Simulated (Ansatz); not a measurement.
# What a trial cell of K2Sr relaxes into

These are results of DFT PBE, scalar-relativistic, plane waves, PAW in Ansatz, not measurements. Cutoff 420 eV, Γ-centred k mesh, Gaussian smearing, no spin polarisation in the final step.

The start puts K2Sr on the rutile structure type (P4_2/mnm, No. 136), with Sr in place of Ti, K in place of O, at a guessed volume.

```
K Sr
1.0
     7.04374    0.00000    0.00000
     0.00000    7.04374    0.00000
     0.00000    0.00000    4.53688
K Sr
4 2
Direct
  0.30600 0.30600 0.00000
  0.19400 0.80600 0.50000
  0.69400 0.69400 0.00000
  0.80600 0.19400 0.50000
  0.00000 0.00000 0.00000
  0.50000 0.50000 0.50000
```

Steps on the 4×4×4 mesh (6 atoms). 12 of 17 steps are shown, and the free energy counts from the last. Trial steps that were taken back and renewals of the plane-wave basis can be among the rows.

| step | ΔF (meV/atom) | V (Å³/atom) | P (GPa) | largest force component (eV/Å) |
| --- | --- | --- | --- | --- |
| 1 | 1136.1 | 37.52 | 8.98 | 0.495 |
| 2 | 846.9 | 43.09 | 6.54 | 0.241 |
| 4 | 462.1 | 55.77 | 3.34 | 0.070 |
| 5 | 345.0 | 62.52 | 2.15 | 0.039 |
| 7 | 241.9 | 75.74 | 0.13 | 0.019 |
| 8 | 236.5 | 77.32 | -0.19 | 0.007 |
| 10 | 222.6 | 73.77 | -0.08 | 0.024 |
| 11 | 220.9 | 71.71 | -0.01 | 0.001 |
| 13 | 80.4 | 76.38 | 0.94 | 0.014 |
| 14 | 42.5 | 81.34 | 0.59 | 0.012 |
| 16 | 0.8 | 89.09 | 0.16 | 0.009 |
| 17 | 0.0 | 89.09 | 0.18 | 0.009 |

Steps on the 4×4×8 mesh (6 atoms). 4 of 5 steps are shown, and the free energy counts from the last.

```csv
step,ΔF (meV/atom),V (Å³/atom),P (GPa),largest force component (eV/Å)
1,13.9,89.09,0.14,0.010
2,10.7,89.75,0.11,0.009
3,0.1,93.54,0.01,0.008
5,0.0,93.46,0.01,0.005
```

A final relaxation ran on a 4×4×10 mesh. The relaxed crystal, P4_2/mnm (No. 136):

```cif
data_structure
_symmetry_space_group_name_H-M 'P4_2/mnm'
_symmetry_Int_Tables_number 136
_cell_length_a 11.3978
_cell_length_b 11.3978
_cell_length_c 4.3164
_cell_angle_alpha 90.000
_cell_angle_beta 90.000
_cell_angle_gamma 90.000
_cell_volume 560.75
loop_
_atom_site_label
_atom_site_type_symbol
_atom_site_symmetry_multiplicity
_atom_site_Wyckoff_symbol
_atom_site_fract_x
_atom_site_fract_y
_atom_site_fract_z
_atom_site_occupancy
K1 K 4 f 0.26147 0.26147 0.00000 1
Sr1 Sr 2 a 0.00000 0.00000 0.00000 1
```

```json
{
 "Volume per atom": "93.46 Å³",
 "Density": "0.98 g/cm³",
 "Energy over the elements": "0.31 eV/atom",
 "Gap on the 4×4×10 mesh": "0 eV (a metal)"
}
```

Energies over the elements count from the elements' standard structures at the same level, with no empirical corrections.

The final run used a 4×4×10 mesh on its 6-atom cell and 0.10 eV smearing. The k mesh leaves about 4 meV/atom of noise in metals.

A structure relaxed within its symmetry needn't be a true minimum.

Cost: 4 runs of about 6.5 core-minutes in all, on Arm Neoverse V2 (shared hosts).